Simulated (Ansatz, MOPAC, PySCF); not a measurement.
System: methanethiol, CH4S, charge 0, multiplicity 1. SMILES: CS
Geometry: optimised at B3LYP-D3(BJ)/def2-TZVP (Ansatz, a quantum-chemistry and plane-wave program).

Unscaled harmonic wavenumbers (cm⁻¹) in rising order, each level at the stationary point that it reaches from this structure (no distance between atoms moves by over 0.3 Å); the order of modes can differ between levels, and a negative number is imaginary. B3LYP-D3(BJ)/def2-TZVP (PySCF, at the structure above): 240, 699, 801, 973, 1099, 1360, 1476, 1490, 2671, 3053, 3134, 3136.

PM3 (MOPAC): 179, 751, 822, 922, 1060, 1334, 1387, 1395, 1716, 3105, 3109, 3205. Zero-point energy 27.1 against 28.8 kcal/mol; where all levels lie over 400 cm⁻¹, the wavenumbers are on average 0.958 times those of B3LYP-D3(BJ)/def2-TZVP.

PM6 (MOPAC): 153, 748, 798, 913, 997, 1233, 1239, 1281, 2680, 2686, 2705, 2774. Zero-point energy 26.0 against 28.8 kcal/mol; where all levels lie over 400 cm⁻¹, the wavenumbers are on average 0.922 times those of B3LYP-D3(BJ)/def2-TZVP.

HF/3-21G (Ansatz): 227, 682, 849, 1062, 1186, 1504, 1646, 1649, 2626, 3250, 3346, 3348. Zero-point energy 30.6 against 28.8 kcal/mol; where all levels lie over 400 cm⁻¹, the wavenumbers are on average 1.065 times those of B3LYP-D3(BJ)/def2-TZVP.
